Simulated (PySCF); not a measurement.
# FCI/STO-6G run of AlF2 (SMILES [F][Al][F])

What is the energy change on altering one bond length of AlF2 at FCI/STO-6G? The job is set up through a Python script.

The results are computed with PySCF 2.14.0.

16 further runs of the same task are left out: 2 that didn't finish, 14 set aside as unsound or not needed.

### Step 1. The molecule

The species is AlF2 (3 atoms), meant as a doublet with charge 0. SMILES: `[F][Al][F]`. The shape is that of a PBE0-D4/def2-TZVP optimisation.

Bond lengths: F1–Al2 1.647 Å, Al2–F3 1.647 Å. Angles: F1–Al2–F3 119.7°.

### Step 2. A single-point energy at FCI/STO-6G

The input, job.py:

```python
from pyscf import gto, scf, mcscf

system = gto.Mole()
system.atom = '''
F        0.533000      -1.361200       0.136400
Al       0.388700       0.275400       0.245200
F       -0.932500       1.021000      -0.394800
'''
system.max_memory = 1860
system.basis = 'sto-6g'
system.spin = 1
system.verbose = 4
system.build()

mf = scf.ROHF(system)
mf.conv_tol = 1e-10
mf.kernel()
if not mf.converged:
    mf = mf.newton().run(mf.mo_coeff, mf.mo_occ)

cas = mcscf.CASCI(mf, mf.mo_coeff.shape[-1] - 7, (system.nelec[0] - 7, system.nelec[1] - 7))  # full CI above the frozen core
cas.fix_spin_(ss=0.75)
cas.kernel()
e_final = cas.e_tot
print('E(%s) = %.9f' % ('FCI', e_final))
```

Command:

```bash
$ OMP_NUM_THREADS=1 python job.py
```

What it wrote:

```text
PySCF version 2.14.0

[INPUT] num. atoms = 3
[INPUT] num. electrons = 31
[INPUT] charge = 0
[INPUT] spin (= nelec alpha-beta = 2S) = 1
[INPUT] symmetry False subgroup None
[INPUT] Mole.unit = angstrom
[INPUT] Symbol           X                Y                Z      unit          X                Y                Z       unit  Magmom
[INPUT]  1 F      0.533000000000  -1.361200000000   0.136400000000 AA    1.007224024393  -2.572295200758   0.257758643391 Bohr   0.0
[INPUT]  2 Al     0.388700000000   0.275400000000   0.245200000000 AA    0.734536544618   0.520430574705   0.463360845743 Bohr   0.0
[INPUT]  3 F     -0.932500000000   1.021000000000  -0.394800000000 AA   -1.762169611157   1.929410373181  -0.746063873978 Bohr   0.0

nuclear repulsion = 90.2607529446251
number of shells = 11
number of NR pGTOs = 114
number of NR cGTOs = 19
basis = sto-6g
ecp = {}

******** <class 'pyscf.scf.rohf.ROHF'> ********
method = ROHF
initial guess = minao
damping factor = 0
level_shift factor = 0
DIIS = <class 'pyscf.scf.diis.CDIIS'>
diis_start_cycle = 1
diis_space = 8
diis_damp = 0
SCF conv_tol = 1e-10
SCF conv_tol_grad = None
SCF max_cycles = 50
direct_scf = True
direct_scf_tol = 1e-13
num. doubly occ = 15  num. singly occ = 1
Set gradient conv threshold to 1e-05
init E= -438.560097067746
  HOMO = -0.151334267956429  LUMO = 0.212732876117657  gap/eV = 9.90677
cycle= 1 E= -438.793418586602  delta_E= -0.233  |g|= 0.42  |ddm|= 1.58
  HOMO = -0.00509880347163516  LUMO = 0.335310416454618  gap/eV = 9.26301
cycle= 2 E= -438.89964932674  delta_E= -0.106  |g|= 0.149  |ddm|= 0.912
  HOMO = 0.037083901616966  LUMO = 0.377225796487721  gap/eV = 9.25573
cycle= 3 E= -438.914486426991  delta_E= -0.0148  |g|= 0.0308  |ddm|= 0.228
  HOMO = 0.0399302156324479  LUMO = 0.379380122016864  gap/eV = 9.23690
cycle= 4 E= -438.916242029985  delta_E= -0.00176  |g|= 0.00614  |ddm|= 0.127
  HOMO = 0.0379687140173711  LUMO = 0.378563937469284  gap/eV = 9.26807
cycle= 5 E= -438.916280471591  delta_E= -3.84e-05  |g|= 0.00168  |ddm|= 0.0148
  HOMO = 0.0380046596525794  LUMO = 0.37870075851191  gap/eV = 9.27081
cycle= 6 E= -438.916283515978  delta_E= -3.04e-06  |g|= 0.000322  |ddm|= 0.00468
  HOMO = 0.0379451924035147  LUMO = 0.378692940905589  gap/eV = 9.27222
cycle= 7 E= -438.916283611846  delta_E= -9.59e-08  |g|= 4.58e-05  |ddm|= 0.000802
  HOMO = 0.0379359731904843  LUMO = 0.378688756224009  gap/eV = 9.27236
cycle= 8 E= -438.916283613939  delta_E= -2.09e-09  |g|= 6.46e-06  |ddm|= 0.00012
  HOMO = 0.037934949097195  LUMO = 0.378688575314849  gap/eV = 9.27238
cycle= 9 E= -438.916283613978  delta_E= -3.87e-11  |g|= 1.22e-06  |ddm|= 1.38e-05
  HOMO = 0.037934903775298  LUMO = 0.378688451204906  gap/eV = 9.27238
Extra cycle  E= -438.91628361398  delta_E= -1.93e-12  |g|= 5.51e-07  |ddm|= 3.32e-06
converged SCF energy = -438.91628361398

******** <class 'pyscf.mcscf.casci.CASCI'> ********
CAS (9e+8e, 12o), ncore = 7, nvir = 0
natorb = False
canonicalization = True
sorting_mo_energy = False
******** <class 'pyscf.fci.addons.SpinPenaltyFCISolver'> ********
max. cycles = 200
conv_tol = 1e-08
davidson only = True
linear dependence = 1e-12
level shift = 0.001
max iter space = 12
nroots = 1
pspace_size = 400
spin = None
Density matrix diagonal elements [1.99776292 1.99756654 1.97669707 1.97817965 1.98067119 1.98667536
 1.98602166 1.98434436 1.01213443 0.03970761 0.03732765 0.02291156]
CASCI converged
CASCI E = -438.984028833096  E(CI) = -71.5013925483681  S^2 = 0.7500000
E(FCI) = -438.984028833
```

Wall time 3.6 s (1 thread of Arm Neoverse V1, shared host); peak memory 0.14 GiB.

### Step 3. The distorted shape

The input, mol.xyz:

```xyz
3

F      1.589985    -1.957694     0.648412
Al     1.445685    -0.321094     0.757212
F     -0.932500     1.021000    -0.394800
```

The input, run.py:

```python
from pyscf import gto, mcscf

mol = gto.Mole()
mol.atom = 'mol.xyz'
mol.charge = 0
mol.basis = 'sto-6g'
mol.verbose = 3
mol.max_memory = 1860
mol.spin = 1
mol.build()

mf = mol.ROHF()
mf.conv_tol = 1e-10
mf.kernel()
if not mf.converged:
    mf = mf.newton().run(mf.mo_coeff, mf.mo_occ)

cas = mcscf.CASCI(mf, mf.mo_coeff.shape[-1] - 7, (mol.nelec[0] - 7, mol.nelec[1] - 7))  # full CI above the frozen core
cas.fix_spin_(ss=0.75)
cas.kernel()
e_tot = cas.e_tot
print('E(%s) = %.9f' % ('FCI', e_tot))
```

Command:

```bash
$ OMP_NUM_THREADS=1 python run.py
```

What it wrote:

```text
SCF not converged.
SCF energy = -438.774766496606
converged SCF energy = -438.84145248407
CASCI E = -438.900762698287  E(CI) = -65.7263134040599  S^2 = 0.7500000
E(FCI) = -438.900762698
```

It took 6 s on 1 thread of Arm Neoverse V1, shared host; peak memory 0.14 GiB.

### Step 4. Summary of results

Level: FCI/STO-6G, 7 core orbitals frozen.

| quantity | value |
| --- | --- |
| first shape: total energy | -438.98403 Eh |
| first shape: dipole moment (Hartree–Fock density) | 2.25 D |
| first shape: correlation energy (7 core orbitals frozen) | -67.7 mEh |
| distorted shape: total energy | -438.90076 Eh |
| distorted shape: dipole moment (Hartree–Fock density) | 1.37 D |
| distorted shape: correlation energy (7 core orbitals frozen) | -59.3 mEh |
| energy change with the Al2–F3 bond stretched from 1.647 to 2.964 Å | 2.266 eV |

In words: With the Al2–F3 bond stretched from 1.647 to 2.964 Å the energy rises by 2.27 eV (219 kJ/mol). The first shape isn't relaxed at this level, so the change isn't measured from a minimum. The minimal basis adds a large error of its own. Mulliken charges (first shape) of the mean-field density run from -0.41 on F1 to +0.83 on Al2.
